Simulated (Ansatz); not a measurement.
Zinc-blende HgS (metastable phase) was calculated with B3LYP (VWN-RPA form) (Ansatz, a program for electronic structure, plane waves, PAW).

Numerical settings: plane-wave cutoff 460 eV, 8×8×8 k mesh, Fermi–Dirac smearing 0.01 eV, scalar-relativistic PAW data made under PBE.

Response to compression and expansion:

```csv
V (Å³/atom),P (GPa),direct gap at Γ (eV)
25.489,4.70,0.555
26.150,2.95,0.504
26.839,1.37,0.451
27.254,0.52,0.419
28.215,-1.18,0.346
28.903,-2.20,0.294
```

A straight line through the gaps at Γ against ln V gives a volume deformation potential dE_g(Γ)/d ln V of -2.1 eV: the gap at Γ widens under compression.

Note: the cell is over a tenth larger than the published one: the level's own overestimate first of all, though another phase or state, or a fault of the published cell, is possible.

Spin–orbit coupling is not included.
